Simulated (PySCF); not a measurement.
Atoms are numbered as in `[CH3:1][C:2](=[O:3])[CH:4]([CH3:5])[CH3:6]` (H(Xn): hydrogen on atom n).

GIAO PBE0/pcSseg-1 shifts (PySCF 2.14.0 with density-fitted response routines, gas phase, non-relativistic, equivalent atoms averaged), each against references optimised in the same way as the molecule (TMS, H2O).

On the GFN2-xTB geometry: C2 217.2, C4 43.9, C1 31.5, C5/C6 20.8, O3 652.6, H(C4) 2.48, H(C1) 2.17, H(C5)/H(C6) 1.08 ppm.

Question: What changes on the PBE0-D3(BJ)/def2-SVP geometry?

Answer: 
```
      atoms  δ (ppm)  change
         C2    213.6    -3.6
         C4     44.4    +0.5
         C1     28.9    -2.6
      C5/C6     19.2    -1.6
         O3    678.5   +25.9
      H(C4)     2.05   -0.43
      H(C1)     2.09   -0.08
H(C5)/H(C6)     1.04   -0.04
```

Bonds between heavy atoms that differ most (equivalent bonds averaged): C4–C5 1.530 → 1.524 Å, C2–O3 1.204 → 1.208 Å, C1–C2 1.508 → 1.512 Å. Mean change of bonds to hydrogen: C–H +0.013 Å. The two structures also differ in conformation, which adds to the changes.
